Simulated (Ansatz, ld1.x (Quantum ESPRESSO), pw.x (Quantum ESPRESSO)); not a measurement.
**What a changed setting does to a pw.x run (sc B)**

Potential: norm-conserving RRKJ (Kleinman–Bylander form), ld1.x (Quantum ESPRESSO) 7.5, PBEsol; core [He], reference 2s2 2p1; waves: 2s (bound): rc 1.45 bohr; 2p (bound): rc 1.40 bohr; 3d channel at 0.05 Ry: rc 1.30 bohr; local part: all-electron potential smoothed inside 1.00 bohr (lloc = -2); core correction: none; rho0 0.01.

The reference run (k-mesh 17³, cutoffs 55/220 Ry, Fermi–Dirac 0.01 Ry, mixing_beta 0.4, conv_thr 1e-9, no spin) gives -2.41 GPa at 6.651 Å³/atom, where all-electron LAPW gives -0.97 GPa. This run, with its own iteration cap, changes degauss to 0.005.

```
&control
  calculation='scf', prefix='x', pseudo_dir='./', outdir='./tmp', tstress=.true., disk_io='none'
/
&system
  ibrav=0, nat=1, ntyp=1, ecutwfc=55, ecutrho=220, nbnd=8,
  occupations='smearing', smearing='fd', degauss=0.005
/
&electrons
  conv_thr=1e-09, mixing_beta=0.4, electron_maxstep=60
/
ATOMIC_SPECIES
B 1.0 B.UPF
CELL_PARAMETERS angstrom
  1.88059661 0.00000000 0.00000000
  0.00000000 1.88059661 0.00000000
  0.00000000 0.00000000 1.88059661
ATOMIC_POSITIONS crystal
B 0.0000 0.0000 0.0000
K_POINTS automatic
17 17 17 0 0 0
```

```bash
pw.x < B.scf.in > B.scf.out
```

How does the run end?

It converges in 5 iterations; the free energy moves by +6.9 meV/atom and the pressure by -0.09 GPa. In a metal, with Fermi–Dirac smearing, F lies below its zero-width value by a term in the square of the width.

```
Message from routine setup:
     using ibrav=0 with symmetry is DISCOURAGED, use correct ibrav instead
     lattice parameter (alat)  =       3.5538  a.u.
     unit-cell volume          =      44.8832 (a.u.)^3
     number of electrons       =         3.00
     number of Kohn-Sham states=            8
     kinetic-energy cutoff     =      55.0000  Ry
     charge density cutoff     =     220.0000  Ry
     scf convergence threshold =      1.0E-09
     Exchange-correlation= PBESOL
     number of k points=   165  Fermi-Dirac smearing, width (Ry)=  0.0050
     iteration #  1     ecut=    55.00 Ry     beta= 0.40
     total energy              =      -5.59299426 Ry
     estimated scf accuracy    <       0.00302949 Ry
     iteration #  2     ecut=    55.00 Ry     beta= 0.40
     total energy              =      -5.59279888 Ry
     estimated scf accuracy    <       0.00094515 Ry
     iteration #  3     ecut=    55.00 Ry     beta= 0.40
     total energy              =      -5.59283451 Ry
     estimated scf accuracy    <       0.00000302 Ry
     iteration #  4     ecut=    55.00 Ry     beta= 0.40
     total energy              =      -5.59283486 Ry
     estimated scf accuracy    <       0.00000004 Ry
     iteration #  5     ecut=    55.00 Ry     beta= 0.40
     the Fermi energy is    10.4328 ev
!    total energy              =      -5.59283486 Ry
     estimated scf accuracy    <          7.6E-10 Ry
     smearing contrib. (-TS)   =      -0.00032688 Ry
     The total energy is F=E-TS. E is the sum of the following terms:
     one-electron contribution =       3.66299694 Ry
     hartree contribution      =       0.07239897 Ry
     xc contribution           =      -2.14247218 Ry
     ewald contribution        =      -7.18543171 Ry
     convergence has been achieved in   5 iterations
          total   stress  (Ry/bohr**3)                   (kbar)     P=      -24.98
     Message from routine punch:
     Nothing written, as per user request (disk_io='none')
```

The run took about 2.8 s on one core of a shared host (Neoverse-V2, 96 threads, 742 GiB, load 39).
